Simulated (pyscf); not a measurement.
A first-order saddle from PySCF, ωB97X-D3(BJ)/def2-SVP:

```xyz
9

Cl    -2.0447    -0.8482    -0.2637
Si     0.2661     0.8231    -0.4494
Cl     1.8428     2.1092    -0.0573
Cl    -0.8704     1.8551    -1.7610
Cl     1.1800    -0.8939    -0.9913
N     -0.4490     0.7617     1.2385
H     -1.3191     0.0374     0.9686
H      0.2032     0.3761     1.9273
H     -0.7681     1.6788     1.5636
```

Surface: singlet, charge 0. Lowest wavenumbers (cm⁻¹): 348i, 96, 103, 157, 182.

### Question
Name the species on either side of this saddle.

### Answer
Cl–Si(Cl)(Cl)–Cl + NH₃ <-> HCl + H₂N–Si(Cl)(Cl)–Cl, a four-centre exchange read from left to right: Cl–Si, H–N broken and Cl–H, N–Si formed. At ωB97M-D3(BJ)/def2-TZVP it lies +0.76 eV from the left side and +0.54 eV from the right (each side as separated species at their lowest minima found). On the reactant side the descent ends in an adduct with a N–Si contact, 0.21 eV over the separated species and 0.56 eV under the saddle at ωB97X-D3(BJ)/def2-TZVP. On the product side the descent ends in a complex, 0.22 eV under the separated species and 0.71 eV under the saddle at ωB97X-D3(BJ)/def2-TZVP. What is counted as formed (N–Si) is already present as a longer contact in the reactant adduct; forming that adduct is a step of its own. One saddle was located; it need not be the lowest between these sides.
